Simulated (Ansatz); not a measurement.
For fcc Rh, PBE-D3(BJ) (Ansatz, a quantum-chemistry and plane-wave program, plane waves, PAW) gives:

- lattice parameter a = 3.793 Å
- bulk modulus B0 = 281 GPa

Task: What does r²SCANh (Ansatz, plane waves, PAW) give for the same quantities?

Result: 
- lattice constant a: 3.784 Å (drops by 0.2 %)
- bulk modulus: 293 GPa (goes up by 4.3 %)

For comparison: lattice constant a 3.794 Å (measured, static lattice: zero-point anharmonic expansion removed; as tabulated in Mejia-Rodriguez and Trickey (2018), arXiv:1807.09216); bulk modulus 271 GPa (measured, corrected for temperature and zero-point phonon effects, our sources range from 271 to 289; as tabulated in Levämäki et al. (2014), arXiv:1402.3671).

Changes are worked out from the printed values.

Unless a cell is named, each level is at its own relaxed cell (PBE-D3(BJ) 13.64, r²SCANh 13.55 Å³/atom).

The crystal itself was run without spin with PBE-D3(BJ), r²SCANh; a magnetic state was not tried in these runs.

Ansatz's density-functional and Hartree–Fock values are scalar-relativistic unless marked +SOC, with PAW data made under PBE.
